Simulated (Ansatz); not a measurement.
A made-up structure of AlSiH4O (charge -1), singlet:

```xyz
7
angstrom
O -1.5654 -0.1836 -0.7705
Si 0.0150 -0.0674 -0.9137
Al 0.7496 0.2920 0.9008
H -1.9283 -0.8921 -0.1172
H 0.4020 0.9781 -2.0484
H 2.2642 0.3746 0.6697
H 0.0630 -0.5016 2.2794
```

It is relaxed with PBE-D4/def2-SVPD and then PBE0-D4/def2-TZVPD (Ansatz 0.2.0). Atoms count as bonded within 1.22 times the sum of their covalent radii (H–H: 0.88 Å). The end point is not checked to be a true minimum.

Question: Does its bonding change? (A judgement: the text doesn't fix the answer.)

Answer: Computed: No: no bond forms or breaks.

Where it ends: The first stage lowers the energy by 2.13 eV in 15 steps. It ends as AlSiH₄O ([OH][SiH][AlH2]), total charge -1:
```
atom    x (Å)    y (Å)    z (Å)
  O1  -1.8333  -0.2070  -1.0632
 Si2  -0.1248  -0.0742  -0.9725
 Al3   0.9627   0.2947   1.0791
  H4  -2.1427  -0.8607  -0.4343
  H5   0.1427   0.8882  -2.1023
  H6   2.5853   0.3959   1.0655
  H7   0.4101  -0.4370   2.4278
```

Labels in which every atom is bracketed show which atoms are joined, not bond orders.

For scale, one of the runs: PBE0-D4/def2-TZVPD relaxation, 162 basis functions, launched by `ansatz run in.yaml --threads 2 --pin off --events-out ev --progress --plain --max-ram 4352MiB`. The run took about 30 s on 2 CPU threads of an Intel Xeon Platinum 8488C (shared host).
